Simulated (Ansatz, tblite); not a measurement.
**BMe3 (C3H9B): rung by rung**

The task here is to estimate one member of a computed series from the others.

Method: as each input shows; program: Ansatz 0.2.0, Gaussian basis.

The runs, in order: GFN1-xTB, GFN2-xTB, PBE-D4/def2-TZVP, r2SCAN-D4/def2-TZVP, r2SCAN0-D4/def2-TZVP, BLYP-D4/def2-TZVP, BHLYP-D4/def2-TZVP, LC-ωPBE/def2-TZVP, ωB97M-V/def2-TZVP, ωB97X-V/def2-TZVP, B2PLYP/def2-TZVP, PBE-D4/def2-SVP, PBE0-D4/def2-SVP, HF/STO-3G, HF/6-31G, B3LYP-D4/6-31G, PBE0-D4/def2-TZVPD, PBE-D4/def2-TZVPD, r2SCAN-D4/def2-TZVPD, CCSD(T)/def2-TZVPP, MP2/def2-TZVP, RPA/def2-TZVP.

## The geometry

The geometry is that of the singlet, from an earlier relaxation (r2SCAN-D4/def2-SVP).

13 atoms, charge 0, spin multiplicity 1.

Bond lengths: B1–C2 1.575 Å, B1–C6 1.576 Å, B1–C10 1.575 Å, C2–H3 1.107 Å, C2–H4 1.106 Å, C2–H5 1.101 Å, C6–H7 1.106 Å, C6–H8 1.106 Å, C6–H9 1.101 Å, C10–H11 1.101 Å, C10–H12 1.106 Å, C10–H13 1.106 Å. Angles: C2–B1–C6 120.0°, C2–B1–C10 120.0°, C6–B1–C10 120.0°, B1–C2–H3 109.3°, B1–C2–H4 109.7°, B1–C2–H5 115.9°, H3–C2–H4 104.4°, H3–C2–H5 108.4°, H4–C2–H5 108.6°, B1–C6–H7 109.4°, B1–C6–H8 109.6°, B1–C6–H9 115.9°, H7–C6–H8 104.4°, H7–C6–H9 108.4°, H8–C6–H9 108.5°, B1–C10–H11 115.9°, B1–C10–H12 109.6°, B1–C10–H13 109.4° and more.

PBE0-D4/def2-TZVP was run before; its log isn't repeated, and its numbers join the tables.

Set-up of the first run:

Tight binding, by tblite at 300 K electronic temperature and without a spin-polarisation term:

```python
tblite.interface.Calculator('GFN1-xTB', numbers, positions, charge=0, uhf=0).singlepoint()
```

Tight binding, by tblite at 300 K electronic temperature and without a spin-polarisation term:

```python
tblite.interface.Calculator('GFN2-xTB', numbers, positions, charge=0, uhf=0).singlepoint()
```

start.molden holds the orbitals of an earlier run on this state, given as this run's starting guess.

Contents of in.yaml:

```yaml
crystal:
  periodic: [false, false, false]
  atoms:
    - {symbol: B, position_ang: [-0.000034, -0.000039, -0.004060]}
    - {symbol: C, position_ang: [1.574854, -0.039945, -0.017350]}
    - {symbol: H, position_ang: [1.961799, 0.511416, 0.860509]}
    - {symbol: H, position_ang: [1.954988, 0.526692, -0.887793]}
    - {symbol: H, position_ang: [2.029736, -1.042547, -0.025936]}
    - {symbol: C, position_ang: [-0.752989, 1.383889, -0.001940]}
    - {symbol: H, position_ang: [-1.410170, 1.443022, 0.886217]}
    - {symbol: H, position_ang: [-1.447376, 1.430241, -0.861715]}
    - {symbol: H, position_ang: [-0.112375, 2.279130, -0.021064]}
    - {symbol: C, position_ang: [-0.821883, -1.343971, 0.015609]}
    - {symbol: H, position_ang: [-1.917504, -1.236579, 0.034792]}
    - {symbol: H, position_ang: [-0.513797, -1.954175, 0.885463]}
    - {symbol: H, position_ang: [-0.545259, -1.957135, -0.862722]}
basis:
  gaussian: {orbitals: def2-TZVP, initial_orbitals: start.molden}
hamiltonian: {xc: pbe, dispersion: d4}
scf: {omitted_lower_state_checks: [starts]}
output: {orbitals: {seedname: orbitals}}
```

Started as:

```
> ansatz run in.yaml --threads 4 --pin off --events-out ev --progress --plain --max-ram 3916MiB
```

Among the steps run: PBE-D4/def2-TZVP; r2SCAN-D4/def2-TZVP; r2SCAN0-D4/def2-TZVP; BLYP-D4/def2-TZVP; BHLYP-D4/def2-TZVP; LC-ωPBE/def2-TZVP; ωB97M-V/def2-TZVP; ωB97X-V/def2-TZVP; B2PLYP/def2-TZVP; PBE-D4/def2-SVP; PBE0-D4/def2-SVP; HF/STO-3G; HF/6-31G; B3LYP-D4/6-31G; PBE0-D4/def2-TZVPD; PBE-D4/def2-TZVPD; r2SCAN-D4/def2-TZVPD; CCSD(T)/def2-TZVPP; MP2/def2-TZVP; RPA/def2-TZVP.

One of the session's tables, all rows but one given; the rest of the session is left out.

It belongs to the step «Levels side by side». 

| level | HOMO (eV) | LUMO (eV) | gap (eV) |
| --- | --- | --- | --- |
| HF/STO-3G | -10.66 | 7.45 | 18.11 |
| HF/6-31G | -11.80 | 4.06 | 15.86 |
| PBE-D4/def2-SVP | -7.00 | -1.09 | 5.91 |
| PBE-D4/def2-TZVP | -7.11 | -1.20 | 5.91 |
| PBE-D4/def2-TZVPD | ? | ? | ? |
| BLYP-D4/def2-TZVP | -7.04 | -1.06 | 5.98 |
| r2SCAN-D4/def2-TZVP | -7.39 | -0.77 | 6.62 |
| r2SCAN-D4/def2-TZVPD | -7.40 | -0.79 | 6.61 |
| B3LYP-D4/6-31G | -8.06 | 0.01 | 8.06 |
| PBE0-D4/def2-SVP | -8.44 | -0.09 | 8.35 |
| PBE0-D4/def2-TZVP | -8.50 | -0.17 | 8.33 |
| PBE0-D4/def2-TZVPD | -8.51 | -0.20 | 8.31 |
| r2SCAN0-D4/def2-TZVP | -8.68 | 0.08 | 8.76 |
| BHLYP-D4/def2-TZVP | -9.84 | 0.94 | 10.79 |
| LC-ωPBE/def2-TZVP | -11.30 | 2.19 | 13.50 |
| ωB97X-V/def2-TZVP | -10.95 | 2.08 | 13.03 |
| ωB97M-V/def2-TZVP | -10.82 | 1.82 | 12.64 |

Estimate the missing values for PBE-D4/def2-TZVPD.

The run gave: HOMO (eV): -7.13; LUMO (eV): -1.24; gap (eV): 5.89. In the column «HOMO (eV)» it lies between r2SCAN-D4/def2-TZVP (-7.39) and PBE-D4/def2-TZVP (-7.11).
